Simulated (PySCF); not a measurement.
Nonlinear optical response: `O=c1cc1F`, C3HFO

Geometry (Å), atoms numbered from 1 in this order:
```xyz
6

O    -1.4328   -1.2939    0.7456
C    -0.6023   -0.5586    0.3126
C    -0.0959    0.7831    0.0905
C     0.6162   -0.2471   -0.3532
F     1.7176   -0.5369   -0.9835
H    -0.1978    1.8551    0.1928
```

Computed with quadratic response CAM-B3LYP/aug-cc-pVTZ first hyperpolarisability, Taylor convention, gas phase (PySCF 2.14.0). Geometry: PBE0-D3(BJ)/def2-TZVP.

What is the first hyperpolarisability, and how does it disperse?

In au, Taylor convention; the vector part is βᵢ = ⅓ Σⱼ (βᵢⱼⱼ + βⱼᵢⱼ + βⱼⱼᵢ); β∥ is 3/5 of the vector part along the dipole, the dipole points from − to +:
| process | λ (nm) | β vector norm | β∥ | β HRS | depolarisation ratio |
| --- | --- | --- | --- | --- | --- |
| static β(0;0,0) | ∞ | 147.3 | -76.2 | 57.2 | 6.44 |
| second harmonic β(−2ω;ω,ω) | 1907 | 153.1 | -79.7 | 59.4 | 6.43 |
| Pockels β(−ω;ω,0) | 1907 | 149.2 | -77.3 | – | – |
| second harmonic β(−2ω;ω,ω) | 1064 | 167.2 | -88.4 | 64.9 | 6.39 |
| Pockels β(−ω;ω,0) | 1064 | 153.5 | -80.0 | – | – |

Which lowest excitations, dipole and polarisabilities go with it?

S1 5.15 eV (f = 0.000); S2 6.22 eV (f = 0.001); S3 6.39 eV (f = 0.011); dipole 3.55 D; isotropic α 36.4 au static, 36.5 au at 1907 nm, 36.7 au at 1064 nm, 36.7 au at 953.5 nm, 37.6 au at 532 nm.
